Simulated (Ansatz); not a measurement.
## How far each method lies from full CI for BSiH2⁺ (H-bridged), singlet

Geometry: that of the BSiH2 (H-bridged), doublet, kept fixed.

```xyz
4

Si    0.0000   -0.0053    0.5948
B     0.0000   -0.0779   -1.2479
H     0.0000    1.1505   -0.7602
H     0.0000   -0.1670   -2.4296
```

Basis 6-31G; Ansatz 0.2.0. Correlated methods freeze the noble-gas cores, which leaves 8 electrons in 20 orbitals. R marks a restricted (for open shells ROHF) determinant, U an unrestricted one. Active spaces: valence = (8e, 10o) chosen from the atoms' valence shells.

Full CI is exact within this basis and frozen core; it isn't the basis-set limit. The frozen core follows each run's orbitals, which can shift R against U totals by a few meV.

The UHF ⟨S²⟩ is 0.515, the T1 diagnostic (RCCSD) is 0.0121 and the largest doubles amplitude (RCCSD) is 0.093.

```csv
level,E − E(RHF) (eV)
RMP2,-2.2374
RCCSD,-3.0073
RCCSD(T),-3.0750
```

(1) Estimate how far full CI in 6-31G lies from RCCSD(T). The table doesn't fix it; the size of (T) and the diagnostics are the guide.

(1) Full CI in 6-31G lies 2.5 kJ/mol below RCCSD(T), which is 38 % of the (T) step (-6.5 kJ/mol). RHF is unstable towards spin polarisation, and the rest is a large part of (T).

The other levels:

```tsv
level	E − E(full CI) (kJ/mol)	share of correlation (%)	wall time
CISD	25.2	91.58	0.31 s
BCCD(T)	2.4	99.18	0.28 s
RCCSDT	0.6	99.81	–
RCCSDT(Q)	0.2	99.95	0.65 s
RCCSDTQ	0.0	99.99	8.5 s
CASSCF (valence space)	57.8	80.68	–
NEVPT2 (valence space)	15.6	94.80	2.9 s
MRCISD (valence space)	1.5	99.51	–
MRCISD+Q (valence space)	0.7	99.77	4.5 s (H100)
```

The correlation energy at full CI, counted from RHF, is -3.101 eV. That run took 1.7 s on 2 threads of AMD EPYC 7R13 with a shared H100 80 GB, shared host over 11,765,097 determinants.

Run but not shown, since their state or frozen core can't be matched to the reference's or they repeat it: UHF, UMP2, UCCSD, UCCSD(T), UCCSDT, UCCSDT(Q), UCCSDTQ.

Times hold each run's SCF and search for its determinant on a shared host, so for small cases they say little of a method's own cost; rows without a card ran on 1 thread of AMD EPYC 7R13.

The full-CI state has the irrep A' of Cs, in the program's axes.

Natural occupations of full CI about the gap: 1.971 1.968 1.937 1.901 0.066 0.048 0.029 0.025 0.018 0.017; effectively unpaired electrons, Σ n²(2−n)², 0.09.
